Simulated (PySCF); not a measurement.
## Argon: a sound run and one with changed settings

Sound run: Ar [Ar], Ar⁺ [Ne] 3s2 3p5. All numbers are calculated (PySCF 2.14, scalar relativity by spin-free X2C-1e, in cc-pVTZ-DK (5s4p2d1f, 34 functions)). In the sound run the correlated levels freeze [Ne]. The sound run starts from symmetry-adapted Hartree-Fock orbitals and uses a fine grid where one is needed.

A second run was set up differently.

| species | method | sound run (hartree) | changed run (hartree) | converged |
| --- | --- | --- | --- | --- |
| Ar | MP2 | -528.82753 | -528.85943 | yes |
| Ar | CCSD(T) | -528.85147 | -528.88182 | yes |
| Ar⁺ | MP2 | -528.25189 | -528.28370 | yes |
| Ar⁺ | CCSD(T) | -528.28081 | -528.31129 | yes |

Ionisation energy of Ar:

```tsv
method	sound run (eV)	changed run (eV)
UHF	14.556	14.556
MP2	15.664	15.667
SCS-MP2	15.561	15.563
CCSD	15.488	15.484
CCSD(T)	15.528	15.525
```

What was changed?
A. minimal basis
B. too few SCF iterations
C. basis contracted for another Hamiltonian
D. all electrons correlated in a valence basis

D. A valence basis has no tight correlating functions, so it recovers only part of the core correlation, and not evenly between atom and ion.
